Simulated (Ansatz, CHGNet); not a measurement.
For rock-salt NaI, the machine-learned potential CHGNet-r²SCAN (trained on r²SCAN data) gives:

```
Quantity                          Result
------------------------------  --------
elastic constant C11            17.5 GPa
elastic constant C44            3.03 GPa
Voigt–Reuss–Hill shear modulus  3.24 GPa
```

**Question.** What does LC-ωPBE in Ansatz (PAW) give for the same quantities?

**Answer.** 
- elastic constant C11: 36.5 GPa (rises by 110 %)
- elastic constant C44: 8.03 GPa (rises by 170 %)
- Voigt–Reuss–Hill shear modulus: 10.2 GPa (increases by 210 %)

Changes are worked out from the printed values.

Unless a cell is named, each level is at its own relaxed cell (CHGNet-r²SCAN 34.31, LC-ωPBE 33.14 Å³/atom).

Ansatz's density-functional and Hartree–Fock values are scalar-relativistic unless marked +SOC, with PAW data made under PBE.

Ansatz is an electronic-structure program.
